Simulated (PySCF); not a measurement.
Difluoromethyl radical, CHF2 (doublet state).
Z-matrix (Å and degrees, PBE0-D3(BJ)/def2-SVP geometry), rows numbered from 1:
```
F 
C   1  1.3170
F   2  1.3169  1  111.86
H   2  1.1005  1  114.27  3   131.81
```

The species is difluoromethyl radical, `F[CH]F`.

Method: PySCF, UKS PBE0, pcH-1 on C F H, non-relativistic, mean-field spin-orbit, GIAO. Geometry: PBE0-D3(BJ)/def2-SVP; no solvent, vibrations or thermal averaging.

Principal values of hyperfine tensors in MHz (contact and dipolar terms together), for some of the nuclei:

| atom | isotope | A1 | A2 | A3 | alike by the symmetry of this geometry |
| --- | --- | --- | --- | --- | --- |
| C2 | 13C | 328.50 | 328.55 | 561.39 | none |
| F3 | 19F | -24.44 | 3.25 | 696.21 | F1 |

(1) Split each tensor into its isotropic and traceless parts, and turn a_iso into mT with g = 2.0038.

(2) What spin density at the nucleus of F3 lies behind its contact coupling (g_N = 5.25774)?

(3) H4 (1H, g_N = 5.58569) isn't in the table. Its spin density at the nucleus is 0.01256 bohr⁻³. What is its contact coupling?

(4) Name the largest traceless tensor T of the table and describe it.

Answers

(1) a_iso = (A1 + A2 + A3)/3, Ti = Ai − a_iso; 1 mT corresponds to 28.046 MHz.

| atom | a_iso (MHz) | a_iso (mT) | T1 | T2 | T3 |
| --- | --- | --- | --- | --- | --- |
| C2 | 406.15 | 14.481 | -77.64 | -77.60 | 155.24 |
| F3 | 225.01 | 8.023 | -249.45 | -221.76 | 471.21 |

(2) a_FC = 800.24 MHz bohr³ × g_N × ρ(0)/(2S). With a_FC = 225.01 MHz and 2S = 1, ρ(0) = 0.05348 bohr⁻³.

(3) By the same relation, a_FC = 56.1 MHz. Its full tensor has the principal values 26.01, 48.83, 93.52 MHz.

(4) F3: -249.5, -221.8, 471.2 MHz, nearly axial, close to the ratio −1:−1:+2.

Rough CPU time on one thread of a shared machine: about 7 s.
